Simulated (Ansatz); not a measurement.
BePd3O4: from a trial structure to a relaxed crystal

Computed with DFT PBE, scalar-relativistic, plane waves, PAW (Ansatz 0.2.0). Cutoff 420 eV, Γ-centred k mesh, Gaussian smearing, no spin polarisation in the final step.

BePd3O4 was placed on the sites of a reported RbZn4As3 cell (P4/mmm, No. 123), with Be in place of Rb, Pd in place of As, O in place of Zn, at a guessed volume.

```xyz
8
Lattice="3.2659 0.0000 0.0000 0.0000 3.2659 0.0000 0.0000 0.0000 8.1073" Properties=species:S:1:pos:R:3 pbc="T T T"
Be    0.0000    0.0000    4.0536
Pd    1.6330    1.6330    2.3700
Pd    1.6330    1.6330    5.7373
Pd    0.0000    0.0000    0.0000
O     0.0000    1.6330    1.2900
O     1.6330    0.0000    1.2900
O     0.0000    1.6330    6.8172
O     1.6330    0.0000    6.8172
```

Cell and atoms relax at zero pressure; the relaxation can't lower the symmetry of the start. After a coarse first stage the cell is made exact in the group found at 0.06 Å.

Formation energies are uncorrected and refer to the elements' standard structures at the same level (O₂ as a molecule).

What does it relax into?

It keeps P4/mmm (No. 123). Conventional cell: a = 3.463 Å, c = 7.690 Å. Around Be lie 8 Pd at 2.76 Å and 8 O at 3.11 Å (next Be at 3.46 Å); around Pd on Wyckoff site h (2 atoms of the primitive cell) lie 4 O at 2.17 Å, 1 Pd at 2.55 Å and 4 Be at 2.76 Å; Pd on Wyckoff site a (1 atom of the primitive cell) has 8 O at 2.14 Å; O is coordinated by 4 Pd at 2.14–2.17 Å and 5 O at 2.45–2.53 Å.

```xyz
8
Lattice="3.4630 0.0000 0.0000 0.0000 3.4630 0.0000 0.0000 0.0000 7.6898" Properties=species:S:1:pos:R:3 pbc="T T T"
Be    0.0000    0.0000    3.8449
Pd    1.7315    1.7315    2.5685
Pd    1.7315    1.7315    5.1213
Pd    0.0000    0.0000    0.0000
O     0.0000    1.7315    1.2634
O     1.7315    0.0000    1.2634
O     0.0000    1.7315    6.4264
O     1.7315    0.0000    6.4264
```

What are its volume, energy, density and gap?

The volume per atom is 11.53 Å³. The density is 7.06 g/cm³, the energy over the elements is 0.19 eV/atom and the gap on the 12×12×6 mesh is 0 eV (a metal).

The final run used a 12×12×6 mesh on its 8-atom cell and 0.10 eV smearing. The k mesh leaves about 4 meV/atom of noise in metals. A structure relaxed within its symmetry needn't be a true minimum.

Cost: 3 runs of about 3.6 core-minutes in all, on Arm Neoverse V2 (shared hosts).